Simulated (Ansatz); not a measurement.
The same path of C$_{2}$H$_{6}$O$_{2}$ (10 atoms, charge 0, multiplicity 1) was run 3 times with different band settings. The coordinate that changes most is the dihedral H7–C1–O2–C3.

All numbers below come from RKS r2SCAN-D4/def2-SVP (Ansatz).

Relaxed end points:

```xyz
10
Properties=species:S:1:pos:R:3
C -0.074 1.297 -0.526
O -0.324 0.384 0.507
C 0.275 -0.867 0.283
O -0.074 -1.733 1.296
H -0.437 0.926 -1.507
H -0.603 2.230 -0.286
H 1.007 1.523 -0.630
H 1.382 -0.785 0.295
H -0.031 -1.236 -0.729
H -1.040 -1.789 1.300
```

```xyz
10
Properties=species:S:1:pos:R:3
C -0.323 1.117 -0.780
O -0.673 0.151 0.173
C 0.418 -0.642 0.568
O -0.013 -1.616 1.441
H -1.234 1.673 -1.045
H 0.426 1.836 -0.390
H 0.094 0.660 -1.702
H 1.175 -0.036 1.108
H 0.905 -1.065 -0.348
H -0.692 -2.129 0.979
```

Common settings: climbing image yes; spring 5.0 eV/Å²; optimiser quadratic models (default); start path IDPP; iteration limit 60; end points relaxed.

| run | movable images | force threshold |
| --- | --- | --- |
| 1 | 7 | 0.05 eV/Å |
| 2 | 7 | 0.2 eV/Å |
| 3 | 2 | 0.05 eV/Å |

(1) What does each run give, and how far can it be trusted?

Answers

(1) Run 1: converged after 4 iterations, highest image 0.112 eV above the first end. A vibrational analysis at the climbing image gives one clearly imaginary mode, 238i cm⁻¹: a first-order saddle point.
Run 2: converged after 3 iterations, highest image 0.112 eV above the first end. The threshold of 0.2 eV/Å is loose, so the images may lie well off the minimum-energy path. Another band between the same ends (7 images) ends at a top of the same energy, where a vibrational analysis finds 1 clearly imaginary mode.
Run 3: converged after 4 iterations, highest image 0.112 eV above the first end. Another band between the same ends (7 images) ends at a top of the same energy, where a vibrational analysis finds 1 clearly imaginary mode. So few images can step over the top or miss a turn of the path.
